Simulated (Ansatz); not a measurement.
The input, for Ansatz 0.2.0:

```yaml
crystal:
  periodic: [false, false, false]
  atoms:
    - {symbol: C, position_ang: [0.000000, 0.061924, 2.285960]}
    - {symbol: C, position_ang: [0.000000, 0.186274, 1.014915]}
    - {symbol: Si, position_ang: [0.000000, -0.144422, -1.331899]}
    - {symbol: H, position_ang: [0.000000, 1.066665, -2.221132]}
basis:
  gaussian: {orbitals: cc-pVDZ}
magnetization: {spin_polarized: true, initial_magnetization: 1}
correlation: {method: ccsd_t, electrons: outside_noble_gas}
```

```sh
$ ansatz run in.yaml --threads 1 --pin off --events-out ev --progress --plain --max-ram 2393MiB
```

The program prints:

```
496 factors; integrals over basis functions are off by at most 1.2e-3 eV
mean field evaluation 1: about -9924.2264 eV, gradient 2.4e1 eV
mean field evaluation 2: about -9924.2331 eV, gradient 2.4e1 eV
mean field evaluation 4: about -9929.8297 eV, gradient 4.6e0 eV
mean field evaluation 8: about -9931.2577 eV, gradient 1.8e0 eV
mean field evaluation 16: about -9931.7896 eV, gradient 4.7e-1 eV
mean field evaluation 32: about -9924.2258 eV, gradient 2.4e1 eV
mean field evaluation 64: about -9931.8732 eV, gradient 5.0e-1 eV
mean field evaluation 96: about -9931.1167 eV, gradient 8.3e0 eV
mean field evaluation 128: about -9931.9283 eV, gradient 9.7e-2 eV
mean field evaluation 160: about -9931.4114 eV, gradient 4.9e-6 eV
...
mean field evaluation 1536: about -9930.5628 eV, gradient 2.2e-3 eV
mean field evaluation 1568: about -9928.6084 eV, gradient 2.0e0 eV
mean field evaluation 1600: about -9931.3727 eV, gradient 2.6e0 eV
mean field evaluation 1632: about -9931.6620 eV, gradient 3.3e-3 eV
mean field evaluation 1664: about -9931.3234 eV, gradient 2.0e-1 eV
mean field evaluation 1696: about -9922.9964 eV, gradient 3.6e0 eV
mean field evaluation 1728: about -9929.6308 eV, gradient 7.0e-1 eV
mean field evaluation 1760: about -9931.5865 eV, gradient 3.3e-4 eV
mean field evaluation 1792: about -9929.3415 eV, gradient 3.2e-2 eV
mean field -9932.06426714 eV, -364.9966296223 hartree, gradient 2.5e-6 eV, S^2 1.913074; 29 other end points of the search recorded, 0 dependent functions left out
determinant -9932.06426714 eV, -364.9966296223 hartree, with singles and doubles -9940.63827027 eV, -365.3117184259 hartree
determinant -9931.93617785 eV, -364.9919224280 hartree, with singles and doubles -9940.45886621 eV, -365.3051254482 hartree
determinant -9931.84779211 eV, -364.9886743120 hartree, with singles and doubles -9940.31399768 eV, -365.2998016280 hartree
determinant -9931.80127389 eV, -364.9869647989 hartree, with singles and doubles -9940.56614450 eV, -365.3090678525 hartree
determinant -9931.66202348 eV, -364.9818474406 hartree, with singles and doubles -9940.40644433 eV, -365.3031989796 hartree
determinant -9931.58654842 eV, -364.9790737834 hartree, with singles and doubles -9940.57077584 eV, -365.3092380511 hartree
determinant -9931.41142898 eV, -364.9726382627 hartree, with singles and doubles -9939.72009228 eV, -365.2779760071 hartree
determinant -9931.33864670 eV, -364.9699635630 hartree, with singles and doubles -9939.55202194 eV, -365.2717995360 hartree
determinant -9931.00772231 eV, -364.9578023160 hartree, with singles and doubles -9939.72679926 eV, -365.2782224839 hartree
determinant -9930.88604434 eV, -364.9533307331 hartree, with singles and doubles -9939.50722118 eV, -365.2701531384 hartree
determinant -9930.76172044 eV, -364.9487619142 hartree, with singles and doubles -9939.17669292 eV, -365.2580064490 hartree
determinant -9930.56284046 eV, -364.9414532095 hartree, with singles and doubles -9939.12676229 eV, -365.2561715320 hartree
determinant -9930.55471175 eV, -364.9411544851 hartree, with singles and doubles -9939.20760460 eV, -365.2591424322 hartree
determinant -9930.50013289 eV, -364.9391487491 hartree, with singles and doubles -9939.00955651 eV, -365.2518642989 hartree
determinant -9930.28129607 eV, -364.9311066443 hartree, with singles and doubles -9939.28553054 eV, -365.2620061575 hartree
determinant -9929.59144648 eV, -364.9057551394 hartree, with singles and doubles -9938.92233783 eV, -365.2486590717 hartree
determinant -9929.34773005 eV, -364.8967987255 hartree, with singles and doubles -9937.29022265 eV, -365.1886799453 hartree
determinant -9932.06426714 eV, -364.9966296223 hartree, with singles and doubles -9940.75511125 eV, -365.3160122528 hartree
determinant -9931.93617785 eV, -364.9919224280 hartree, with singles and doubles -9940.55088546 eV, -365.3085070934 hartree
determinant -9931.84779211 eV, -364.9886743120 hartree, with singles and doubles -9940.39216206 eV, -365.3026741161 hartree
determinant -9931.80127389 eV, -364.9869647989 hartree, with singles and doubles -9940.57170342 eV, -365.3092721394 hartree
determinant -9931.66202348 eV, -364.9818474406 hartree, with singles and doubles -9940.40908742 eV, -365.3032961114 hartree
determinant -9931.58654842 eV, -364.9790737834 hartree, with singles and doubles -9940.76475360 eV, -365.3163666026 hartree
determinant -9931.92886332 eV, -364.9916536237 hartree, with singles and doubles -9940.73450104 eV, -365.3152548414 hartree
7 core orbitals not correlated: weight in the atoms' cores, before any rotation towards them, 1.000 or more for the frozen orbitals, at most 0.000 for the correlated occupied ones
reference -9932.06426714 eV, -364.9966296223 hartree; 7, 6 occupied and 37, 38 virtual orbitals, 496 factors
second order -6.68574022 eV of doubles, -0.00000000 eV of singles
cycle   1  -8.69084648 eV  change   -2.4e-6 eV  update   6.6e-6
perturbative correction -0.46200472 eV, -0.0169783602 hartree
Total energy: -9941.21711833 eV, -365.3329906997 hartree
```

Ran on 1 thread of Arm Neoverse V2, shared host: 38 s wall, 0.17 GiB peak host memory.
